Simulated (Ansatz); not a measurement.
The same path of BH4N + FH (8 atoms, charge 0, multiplicity 1) was run 3 times with different band settings. Lost on the way: F7–H8. Made: B1–F7, N2–H8.

Theory: RKS PBE0-D4/def2-SVP (Ansatz).

Relaxed end points:

```xyz
8
Properties=species:S:1:pos:R:3
B 0.039 -0.299 0.230
N 0.019 -0.155 1.627
H -0.813 -0.332 2.179
H 0.868 -0.112 2.180
H 1.097 -0.214 -0.341
H -1.003 -0.491 -0.343
F -0.331 2.520 0.836
H -0.223 1.682 1.236
```

```xyz
8
Properties=species:S:1:pos:R:3
B 0.025 0.393 0.104
N -0.117 0.216 1.746
H -0.347 -0.747 1.992
H 0.757 0.470 2.209
H 0.937 -0.377 -0.191
H -1.084 0.075 -0.318
F 0.336 1.741 -0.045
H -0.852 0.827 2.108
```

Common settings: spring 5.0 eV/Å²; optimiser quadratic models (default); start path through a guess of the saddle point; iteration limit 60; end points relaxed.

| run | movable images | climbing image | force threshold |
| --- | --- | --- | --- |
| 1 | 9 | yes | 0.05 eV/Å |
| 2 | 8 | no | 0.05 eV/Å |
| 3 | 9 | yes | 0.5 eV/Å |

Task: What does each run give, and how far can it be trusted?

Result: Run 1: converged after 14 iterations, highest image 0.352 eV above the first end. A vibrational analysis at the climbing image gives one clearly imaginary mode, 565i cm⁻¹: a first-order saddle point.
Run 2: converged after 10 iterations, highest image 0.349 eV above the first end. No image climbed, so the highest image needn't sit at the top of the path.
Run 3: converged after 8 iterations, highest image 0.339 eV above the first end. The threshold of 0.5 eV/Å is loose, so the images may lie well off the minimum-energy path. The order of the stationary point at the top wasn't checked.
The orbitals stay closed-shell, which can raise the energy where a bond breaks towards radicals; this wasn't checked here.
